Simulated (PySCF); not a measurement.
**HF⁺: energy against distance**

Set-up: H def2-TZVPPD, F def2-TZVPPD; no relativity (PySCF 2.14). Energies in eV from H⁺ + F in their ground configurations at the same level. State: ²Π (doublet), unpaired electrons π ↑.

All columns are PW91. A positive dipole points towards F; it is taken about the centre of mass and depends on that origin.

```
R (Å)  E (eV)  μ (D)  Mulliken charge on H (basis-dependent)  HOMO (eV)  LUMO (eV)  Mayer bond order  ⟨S²⟩
0.867  -3.101  -2.09                                    0.34     -24.54     -23.42              0.93  0.75
0.907  -3.376  -2.21                                    0.39     -24.31     -23.19              0.88  0.75
0.948  -3.541  -2.33                                    0.44     -24.08     -22.97              0.83  0.75
0.978  -3.609  -2.43                                    0.46     -23.91     -22.80              0.81  0.75
1.008  -3.640  -2.53                                    0.48     -23.75     -22.63              0.78  0.75
1.038  -3.639  -2.63                                    0.50     -23.58     -22.47              0.77  0.75
1.079  -3.602  -2.77                                    0.52     -23.36     -22.25              0.74  0.75
1.129  -3.511  -2.95                                    0.54     -23.09     -21.99              0.72  0.75
1.189  -3.360  -3.17                                    0.57     -22.78     -21.68              0.68  0.75
1.270  -3.117  -3.48                                    0.60     -22.37     -21.27              0.64  0.75
```

A fit through these points gives, at Re = 1.023 Å, μ = -2.58 D and dμ/dR = -3.35 D/Å; the reduced mass is 0.9571 u.

Problem. How strong is the fundamental in the double-harmonic approximation, I = 42.26·(dμ/dR)²/μred km/mol?

Solution. I = 42.26·(-3.35)²/0.9571 = 496 km/mol at PW91.

For an ion De counts to the pair picked by the measured ionisation energies or electron affinities, which need not be the lowest pair at this level. The state is the lowest determinant that a PBE0 search found; another state may lie lower at other levels.
